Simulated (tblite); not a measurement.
Species: C5H8O (charge -1 and doublet state).
Numbering: `[CH3:1][C:2]([O-:3])[CH:4]1[CH2:5][CH2:6]1` (hydrogens: H7, H8, H9 on C1; H10 on C4; H11, H12 on C5; H13, H14 on C6)

Structure used (GFN2-xTB), in Å, numbered top down from 1:
```xyz
14
C5H8O angstrom
C      1.765   -0.051   -0.408
C      0.857    0.879    0.376
O      1.340    1.941    0.963
C     -0.554    0.541    0.488
C     -1.432   -0.031   -0.641
C     -1.125   -0.882    0.567
H      1.399   -0.231   -1.429
H      2.756    0.395   -0.475
H      1.873   -1.039    0.071
H     -1.081    1.257    1.115
H     -0.967   -0.306   -1.577
H     -2.445    0.336   -0.756
H     -0.452   -1.717    0.426
H     -1.934   -1.093    1.257
```

Level: GFN2-xTB in tblite, geometry and Hessian alike; calculated harmonic values, unscaled, isolated species. This tight-binding method is rough: wavenumbers can miss measured ones by several per cent, in bad cases by 10 to 20. One conformer, not necessarily the lowest. Open shells enter through the occupations alone, without spin polarisation, and single modes of such species can be off by tens of per cent.

Harmonic wavenumbers (cm⁻¹): 50.7, 104.9, 204.3, 233.8, 352.9, 421.4, 454.4, 689.8, 735.0, 771.2, 811.1, 919.5, 950.5, 965.0, 973.5, 1015.1, 1026.6, 1074.3, 1160.9, 1181.3, 1197.7, 1275.0, 1368.6, 1442.2, 1461.7, 1491.2, 1501.9, 1520.0, 2763.4, 2839.4, 2989.7, 2998.0, 3003.8, 3017.2, 3055.6, 3069.1.

A = 6432, B = 2600, C = 2199 MHz; mass 84.058 u (most abundant isotopes); point group C1, symmetry number 1; spin multiplicity 2.

Zero-point energy?

Half the sum of the wavenumbers: 24545 cm⁻¹ = 293.62 kJ/mol.

What is S at 500 K and 1 bar for an ideal gas of classical rigid rotors and harmonic oscillators?

Translation 174.87, rotation 117.62, vibration 125.74, spin (R ln 2) 5.76: S = 424.0 J/(mol K).

And Cp and H(500 K) − H(0)?

Cp = 169.66 J/(mol K), of which vibrations give 136.40 (their classical limit is 36 R = 299.3); H(500 K) − H(0) = 49.89 kJ/mol without the zero-point energy, 33.27 from vibrations.

What must be added to the electronic energy to get the Gibbs energy at 500 K and 1 bar?

ZPE + [H(500 K) − H(0)] − T·S = 293.62 + 49.89 − 212.00 = 131.51 kJ/mol.

How do the functions run with temperature in this model?

| T (K) | S (J/(mol K)) | Cp (J/(mol K)) | H − H(0) (kJ/mol) | G − H(0) (kJ/mol) | ln q(vib) |
| --- | --- | --- | --- | --- | --- |
| 50 | 229.5 | 45.6 | 1.92 | -9.55 | 0.32 |
| 100 | 265.2 | 58.5 | 4.53 | -21.99 | 1.01 |
| 298.15 | 351.7 | 112.4 | 21.16 | -83.69 | 3.96 |
| 373.15 | 379.4 | 135.5 | 30.46 | -111.12 | 5.11 |
| 750 | 502.6 | 217.4 | 98.74 | -278.18 | 11.12 |
| 1000 | 569.7 | 248.5 | 157.23 | -412.43 | 14.96 |

q(vib) and H(0) count from the zero-point level.

Which modes carry the vibrational entropy at 500 K?

50.7 cm⁻¹: 24.33; 104.9 cm⁻¹: 18.31; 204.3 cm⁻¹: 12.85; 233.8 cm⁻¹: 11.76; 352.9 cm⁻¹: 8.53; 421.4 cm⁻¹: 7.20 J/(mol K); the other 30 give 42.76 together.

Blend soft modes into free rotors: weight 1/[1 + (100 cm⁻¹/ν̃)⁴] for the oscillator and the rest for a rotor with moment μB/(μ + B), μ = h/(8π²ν), B = 10⁻⁴⁴ kg m². What vibrational entropy results?

116.68 J/(mol K) in place of 125.74, which changes −T·S at 500 K by +4.53 kJ/mol.

Hindered rotation and anharmonicity are outside this model. Other conformers, if any are populated, would add a mixing term that is left out.
